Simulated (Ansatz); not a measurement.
**Trigonal Te, equilibrium lattice constant a**

Reference value: 4.456 Å (measured, 293 K, no zero-point or thermal correction; as tabulated in Wikipedia's data pages).

Question: Put these levels in order of the equilibrium lattice constant a that they give for trigonal Te, smallest first: LDA (Ansatz, a quantum-chemistry and plane-wave program), PBE-D4 (Ansatz), r²SCAN+SOC (Ansatz), r²SCANh (Ansatz).

Answer: LDA (4.277 Å), PBE-D4 (4.310 Å), r²SCAN+SOC (4.617 Å), r²SCANh (4.703 Å)

Differences against the reference: LDA -4.02 %, PBE-D4 -3.28 %, r²SCAN+SOC +3.61 %, r²SCANh +5.54 %.

The measured value isn't corrected to a static lattice, so vibrations enter the comparison.  LDA: LDA has no dispersion term either, though it tends to give short spacings of layers, chains or molecules. r²SCANh, r²SCAN+SOC: the cell comes from a level without a dispersion term, which matters for the spacing of layers, chains or molecules. r²SCAN+SOC: for a layered or molecular solid the relaxed cell lies over 5 % above the published volume, where the minimum can be shallow. Cutoffs and k meshes differ between the levels. Ansatz's density-functional and Hartree–Fock values are scalar-relativistic unless marked +SOC, with PAW data made under PBE.

Differences are worked out from the printed values.
